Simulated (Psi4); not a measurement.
# C2H3Al (AlH2(CCH)): FNO-MP3/jun-cc-pVDZ (DKH3, fitted SCF)

What is the energy change on altering one bond length of C2H3Al (AlH2(CCH)) at FNO-MP3/jun-cc-pVDZ (DKH3, fitted SCF)? 

The results are computed with Psi4 1.11.

1 further run of the same task is left out (set aside as unsound or not needed).

### Step 1. The system as given

C2H3Al has 6 atoms, charge 0, and is taken as a singlet. As SMILES, `[H][Al]([H])[C]#C`. Geometry: a GFN2-xTB relaxation, a rough one for these elements and not checked as a minimum.

Bond lengths: Al1–C4 1.944 Å, C4–C5 1.214 Å, Al1–H2 1.550 Å, Al1–H3 1.551 Å, C5–H6 1.056 Å. Angles: Al1–C4–C5 179.8°, H2–Al1–C4 122.5°, H3–Al1–C4 122.6°, C4–C5–H6 179.9°, H2–Al1–H3 114.9°.

### Step 2. The energy at FNO-MP3/jun-cc-pVDZ (DKH3, fitted SCF)

File c2h3al.json:

```json
{
 "schema_name": "qcschema_input",
 "schema_version": 1,
 "molecule": {
  "schema_name": "qcschema_molecule",
  "schema_version": 2,
  "symbols": ["Al", "H", "H", "C", "C", "H"],
  "geometry": [1.20318862, 2.08637103, 0.01562804, 4.12837128, 2.20791821, 0.10431288, -0.14040665, 4.68958215, -0.04801794, -0.63725344, -1.09199714, -0.01324698, -1.78114246, -3.08010241, -0.02388614, -2.77277625, -4.81179073, -0.03478986],
  "molecular_charge": 0,
  "molecular_multiplicity": 1,
  "fix_com": true,
  "fix_orientation": true
 },
 "driver": "energy",
 "model": {
  "method": "fno-mp3",
  "basis": "jun-cc-pVDZ"
 },
 "keywords": {
  "scf_type": "df",
  "mp_type": "conv",
  "relativistic": "dkh",
  "dkh_order": 3
 }
}
```

Run with:

```sh
$ psi4 --qcschema c2h3al.json -n 1 --memory 1600MB
```

stdout:

```text
[...]
  Running in c1 symmetry.
[...]
  Nuclear repulsion =   68.903994332783839
[...]
  Multiplicity = 1
[...]
  Nalpha       = 14
  Nbeta        = 14
[...]
    Number of basis functions: 73
[...]
   @DF-RHF iter   1:  -319.68412037158686   -1.19764e+00   4.41839e-03 DIIS/ADIIS
[...]
   @DF-RHF iter  11:  -319.75060338978159   -1.53477e-12   2.52140e-09 DIIS
[...]
    Orbital Energies [Eh]
    ---------------------
    Doubly Occupied:
       1A    -58.628897     2A    -11.256700     3A    -11.228996
       4A     -4.928766     5A     -3.227971     6A     -3.225311
       7A     -3.225132     8A     -1.021147     9A     -0.741701
      10A     -0.613870    11A     -0.496617    12A     -0.441548
      13A     -0.402775    14A     -0.394948
[...]
  @DF-RHF Final Energy:  -319.75060338978159
   => Energetics <=
    Nuclear Repulsion Energy =             68.9039943327838387
    One-Electron Energy =                -577.6404369434161481
    Two-Electron Energy =                 188.9858392208506928
    Total Energy =                       -319.7506033897816451
[...]
 Multipole Moments:
 ------------------------------------------------------------------------------------
     Multipole            Electronic (a.u.)      Nuclear  (a.u.)        Total (a.u.)
 ------------------------------------------------------------------------------------
 L = 1.  Multiply by 2.5417464519 to convert [e a0] to [Debye]
 Dipole X            :         -2.4671568            2.3462650           -0.1208917
 Dipole Y            :         -4.3877218            4.1759357           -0.2117860
 Dipole Z            :         -0.0023373            0.0018709           -0.0004664
 Magnitude           :                                                    0.2438613
[...]
      * MP2 total energy:                   -320.076819260758
[...]
      * MP2 total energy:                   -320.076819260758
[...]
      * MP3 total energy:                   -320.097278557572
[...]
```

The result, in JSON:

```text
{
 "driver": "energy",
 "model": {
  "method": "fno-mp3",
  "basis": "jun-cc-pVDZ"
 },
 "success": true,
 "return_result": -320.0972785575716,
 "properties": {
  "calcinfo_nbasis": 73,
  "calcinfo_nmo": 73,
  "calcinfo_nalpha": 14,
  "calcinfo_nbeta": 14,
  "calcinfo_natom": 6,
  "nuclear_repulsion_energy": 68.90399433278384,
  "return_energy": -320.0972785575716,
  "scf_one_electron_energy": -577.6404369434161,
  "scf_two_electron_energy": 188.9858392208507,
  "scf_dipole_moment": [-0.12089174508178857, -0.21178603811083363, -0.00046640797059378444],
  "scf_total_energy": -319.7506033897816,
  "scf_iterations": 11,
  "mp2_same_spin_correlation_energy": -0.07313443763707839,
  "mp2_opposite_spin_correlation_energy": -0.2530814333392961,
  "mp2_singles_energy": 0.0,
  "mp2_doubles_energy": -0.3262158709763745,
  "mp2_correlation_energy": -0.3262158709763745,
  "mp2_total_energy": -320.076819260758
 }
}
```

Run time: 7.2 s. Hardware: 1 thread of Intel Xeon at 2.60GHz (Ice Lake), shared host; peak memory 0.47 GiB.

### Step 3. The distorted shape at the same level

File c2h3al.xyz:

```xyz
6
C2H3Al
Al     1.423829     2.478621     0.016925
H      2.971769     2.542941     0.063855
H      0.712829     3.856181    -0.016755
C      0.449909     0.796701     0.001645
C     -0.155411    -0.255359    -0.003985
H     -1.467290    -2.546290    -0.018410
```

File calc.py:

```python
import psi4

psi4.set_memory(1600000000)
psi4.set_num_threads(1)
psi4.set_output_file('run.log', False)

with open('c2h3al.xyz') as f:
    atoms = ''.join(f.readlines()[2:])
molecule = psi4.geometry('0 1\n' + atoms + 'no_reorient\nno_com')

psi4.set_options({
    'basis': 'jun-cc-pVDZ',
    'scf_type': 'df',
    'mp_type': 'conv',
    'relativistic': 'dkh',
    'dkh_order': 3,
})

e, wfn = psi4.energy('fno-mp3', molecule=molecule, return_wfn=True)
print(f'fno-mp3 energy: {e:.10f} Eh')
```

Run with:

```sh
$ python calc.py
```

run.log:

```text
[...]
  Running in c1 symmetry.
[...]
  Nuclear repulsion =   66.032499732597586
[...]
  Multiplicity = 1
[...]
  Nalpha       = 14
  Nbeta        = 14
[...]
    Number of basis functions: 73
[...]
   @DF-RHF iter   1:  -319.26783486224895   -1.11749e+00   6.03397e-03 DIIS/ADIIS
[...]
   @DF-RHF iter  16:  -319.46486574375450   -2.71712e-11   3.51974e-09 DIIS
[...]
    Orbital Energies [Eh]
    ---------------------
    Doubly Occupied:
       1A    -58.626838     2A    -11.302423     3A    -11.225841
       4A     -4.926439     5A     -3.225602     6A     -3.223027
       7A     -3.222772     8A     -1.009109     9A     -0.628001
      10A     -0.504708    11A     -0.438327    12A     -0.408869
      13A     -0.398462    14A     -0.390803
[...]
  @DF-RHF Final Energy:  -319.46486574375450
   => Energetics <=
    Nuclear Repulsion Energy =             66.0324997325975858
    One-Electron Energy =                -571.9322880856882421
    Two-Electron Energy =                 186.4349226093362120
    Total Energy =                       -319.4648657437544443
[...]
 Multipole Moments:
 ------------------------------------------------------------------------------------
     Multipole            Electronic (a.u.)      Nuclear  (a.u.)        Total (a.u.)
 ------------------------------------------------------------------------------------
 L = 1.  Multiply by 2.5417464519 to convert [e a0] to [Debye]
 Dipole X            :        -42.9295199           42.5076374           -0.4218824
 Dipole Y            :        -75.0477942           74.3096192           -0.7381750
 Dipole Z            :         -0.4475896            0.4434715           -0.0041181
 Magnitude           :                                                    0.8502377
[...]
      * MP2 total energy:                   -319.846226389207
[...]
      * MP2 total energy:                   -319.846226389207
[...]
      * MP3 total energy:                   -319.867761483030
[...]
```

Standard output:

```text
fno-mp3 energy: -319.8677614830 Eh
```

Wall time 9 s (1 thread of Intel Xeon at 2.60GHz (Ice Lake), shared host); peak memory 0.48 GiB.

### Step 4. Outcome

Level: FNO-MP3/jun-cc-pVDZ (DKH3, fitted SCF).

| quantity | value |
| --- | --- |
| first shape: total energy | -320.09728 Eh |
| first shape: HOMO energy (Hartree–Fock orbitals) | -10.75 eV |
| first shape: LUMO energy (Hartree–Fock orbitals) | 0.50 eV |
| first shape: HOMO–LUMO gap (Hartree–Fock orbitals) | 11.24 eV |
| first shape: correlation energy | -346.7 mEh |
| distorted shape: total energy | -319.86776 Eh |
| distorted shape: HOMO energy (Hartree–Fock orbitals) | -10.63 eV |
| distorted shape: LUMO energy (Hartree–Fock orbitals) | -2.94 eV |
| distorted shape: HOMO–LUMO gap (Hartree–Fock orbitals) | 7.70 eV |
| distorted shape: correlation energy | -402.9 mEh |
| energy change with the C5–H6 bond stretched from 1.056 to 2.640 Å | 6.245 eV |

**Reading.** One bond (distorted shape) is far stretched, which a spin-restricted single reference describes badly; perturbation theory on it can break down and give far too much correlation. With the C5–H6 bond stretched from 1.056 to 2.640 Å the energy rises by 6.25 eV (144 kcal/mol). The first shape isn't relaxed at this level, so the change isn't measured from a minimum. A restricted reference can't describe the breaking bond well at this length.
